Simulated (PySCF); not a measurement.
Working with the constants of AlN

UHF-CCSD(T) constants of AlN, ³Σ⁻ (triplet), unpaired electrons π ↑↑ (basis Al 3-21G, N 3-21G; no relativity; PySCF 2.14; masses 26.9815 and 14.0031 u):

```
ωe           : 601.5 cm⁻¹
ωexe         : 5.39 cm⁻¹
Be           : 0.46052 cm⁻¹
αe           : 0.00491 cm⁻¹
De to Al + N : 1.48 eV
```

What force constant and bond length do these constants imply?

Reduced mass μred = 9.2187 u; k = 5.8918×10⁻⁷·μred·ωe² (u, cm⁻¹, mdyn/Å) = 1.97 mdyn/Å; Re = √(16.8576/(μred·Be)) (u, cm⁻¹, Å) = 1.993 Å.

Estimate the centrifugal constant D from the Kratzer relation and find the Dunham coefficient a1.

D = 4Be³/ωe² = 1.08e-06 cm⁻¹; a1 = −1 − αeωe/(6Be²) = -3.32.

Correlated steps freeze 6 core orbitals. 3-21G is very small, so such numbers show the basis as much as the molecule. The state is the lowest determinant that a PBE0 search found; another state may lie lower at other levels.
